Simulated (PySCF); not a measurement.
Gas-phase reaction: c-Si3H6 + 2 C3H8 ⇌ 2 CH3SiH2 + Si(CH3)4

Energies from PySCF, thermal terms from the rigid-rotor harmonic-oscillator model, ideal gas at 1 bar. † marks an energy on the PBE0/def2-TZVP geometry and frequencies; other levels use their own. 6-31G* has spherical d functions here. Open shells (unrestricted): CH3SiH2 (multiplicity 2); the rest are closed-shell singlets. B3LYP is the form with VWN-RPA correlation. c-Si3H6, CH3SiH2: computed as isolated molecules; such fragments, hydroxides, amides, oligomers or adducts are transient or little studied in the gas. The harmonic model lacks anharmonicity and excited electronic states, which grow with temperature; levels with a mode under 35 cm⁻¹ are left out. Internal rotation in C3H8, CH3SiH2, Si(CH3)4 is treated as a harmonic vibration of one conformer, which makes the entropy rough.

ΔH° and ΔS° at 298 K: B3LYP/6-31G* 51 kJ, 53 J/K; BLYP/def2-TZVP† 16 kJ, 48 J/K; HF/6-31G* -35 kJ, 55 J/K; M06-2X/def2-TZVP† -3 kJ, 48 J/K.

With the heat capacities included, give log10 K (1 bar) at 800, 1200, 1400, 1600, 2000 K from B3LYP/6-31G*, BLYP/def2-TZVP†, HF/6-31G*, M06-2X/def2-TZVP†.


| T (K) | B3LYP/6-31G* | BLYP/def2-TZVP† | HF/6-31G* | M06-2X/def2-TZVP† |
|---|---|---|---|---|
| 800 | -0.2 | 1.9 | 5.5 | 3.1 |
| 1200 | 1.1 | 2.5 | 5.0 | 3.3 |
| 1400 | 1.5 | 2.6 | 4.9 | 3.3 |
| 1600 | 1.8 | 2.8 | 4.8 | 3.4 |
| 2000 | 2.2 | 3.0 | 4.7 | 3.4 |
